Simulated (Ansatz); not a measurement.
**SiPNH+ (quintet): from Hartree-Fock to the top rungs, cc-pVDZ**

One table from this session's results is given with a row withheld; the runs are named, their logs left out.

Method: cc-pVDZ, core rule «outside noble gas», up to 11 orbitals frozen; program: Ansatz 0.2.0, Gaussian basis.

To be run: UHF; CCSD(T) on ROHF; CCSD(T) on UHF; BCCD(T) on ROHF; CISD as a restricted active space (open shells left free, so some higher excitations enter); CCSDT(Q) on ROHF; CCSDT(Q) on UHF; CASSCF and MRCISD+Q, 10 electrons in 11 orbitals; CASSCF and NEVPT2, 10 electrons in 11 orbitals.

21 further runs of the same task are left out: 1 for a known fault of the program, 8 that didn't finish, 12 set aside as unsound or not needed. Runs told in other sessions of the task aren't counted.

## The geometry

The geometry is a PBE0/def2-TZVP stationary point (not a proven minimum) of the parent state, kept for this charge and spin.

4 atoms, charge 1, spin multiplicity 5.

Atoms are counted from 1 here; the program's logs count them from 0.

Bond lengths: N1–Si2 1.708 Å, Si2–P3 2.170 Å, P3–H4 1.425 Å. Angles: N1–Si2–P3 108.7°, Si2–P3–H4 93.3°.

Coordinates:

| atom | x (Å) | y (Å) | z (Å) |
| --- | --- | --- | --- |
| N1 | 0.0000 | -0.6853 | 1.7925 |
| Si2 | 0.0000 | 0.5895 | 0.6564 |
| P3 | 0.0000 | -0.2578 | -1.3416 |
| H4 | 0.0000 | 1.0200 | -1.9727 |

Set-up of the first run:

The input, in.yaml:

```yaml
crystal:
  periodic: [false, false, false]
  atoms:
    - {symbol: N, position_ang: [0.000000, -0.685331, 1.792532]}
    - {symbol: Si, position_ang: [0.000000, 0.589517, 0.656379]}
    - {symbol: P, position_ang: [0.000000, -0.257823, -1.341581]}
    - {symbol: H, position_ang: [0.000000, 1.019996, -1.972718]}
basis:
  gaussian: {orbitals: cc-pVDZ}
total_charge: 1
magnetization: {spin_polarized: true, initial_magnetization: 4}
hamiltonian: {xc: hf}
output: {orbitals: {seedname: orbitals}}
```

The run is started by

```bash
> ansatz run in.yaml --threads 1 --pin off --events-out ev --progress --plain --max-ram 2393MiB
```

Among the steps run: UHF; CCSD(T) on ROHF; CCSD(T) on UHF; BCCD(T) on ROHF; CISD as a restricted active space (open shells left free, so some higher excitations enter); CCSDT(Q) on ROHF; CCSDT(Q) on UHF; CASSCF and MRCISD+Q, 10 electrons in 11 orbitals; CASSCF and NEVPT2, 10 electrons in 11 orbitals.

One table of the session follows, with a row left open; its other results are not shown here.

It belongs to the step «Misses and costs». 

| method | from UCCSDT(Q) (meV) |
| --- | --- |
| ROHF | +8611.1 |
| UHF | +8304.2 |
| RMP2 | +1670.7 |
| UMP2 | +1697.6 |
| CISD | +1171.1 |
| RCCSD | +371.5 |
| UCCSD | +360.0 |
| RCCSD(T) | +82.8 |
| UCCSD(T) | +82.8 |
| BCCD(T) | +83.5 |
| RCCSDT | +25.3 |
| UCCSDT | +23.1 |
| RCCSDT(Q) | ? |
| UCCSDT(Q) | 0 |
| CASSCF valence | +6739.8 |
| NEVPT2 valence | +1347.3 |
| MRCISD valence | +729.4 |
| MRCISD+Q valence | +109.7 |

Q: Estimate the row for RCCSDT(Q) from the others.

As computed: from UCCSDT(Q) (meV): +4.3. In the column «from UCCSDT(Q) (meV)» it lies between UCCSDT(Q) (0) and UCCSDT (+23.1).

To keep in mind: Restricted and unrestricted rows rest on different reference determinants; a gap between their highest levels can come from leftover correlation error, from unlike frozen cores or from another state.
